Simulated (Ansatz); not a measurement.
Ansatz (an electronic-structure program) input:

Ansatz 0.2 input:
```yaml
crystal:
  periodic: [false, false, false]
  atoms:
    - {symbol: C, position_ang: [-0.02532157, 0.79659948, 0.00616620]}
    - {symbol: O, position_ang: [-0.00968659, -0.72153609, 0.05677689]}
    - {symbol: H, position_ang: [-1.07603513, 1.05857315, 0.06196596]}
    - {symbol: H, position_ang: [0.88071834, -1.11904627, 0.10703011]}
    - {symbol: H, position_ang: [0.51569145, 1.10272426, 0.89461166]}
    - {symbol: H, position_ang: [0.44963847, 1.10891103, -0.91835118]}
    - {symbol: H, position_ang: [-0.54059096, -1.15847037, -0.63646886]}
basis:
  gaussian:
    orbitals: def2-TZVP
hamiltonian:
  xc: b3lyp
  dispersion: d3bj
total_charge: 1
phonons: {temperatures: {t_min: 298.15, t_max: 298.15, t_step: 100}}
```

Task: Which total energy does the run end on?

Result: -116.07775 Eh (B3LYP-D3(BJ)/def2-TZVP). The basis has 92 functions.

It need not be the lowest isomer of its formula.
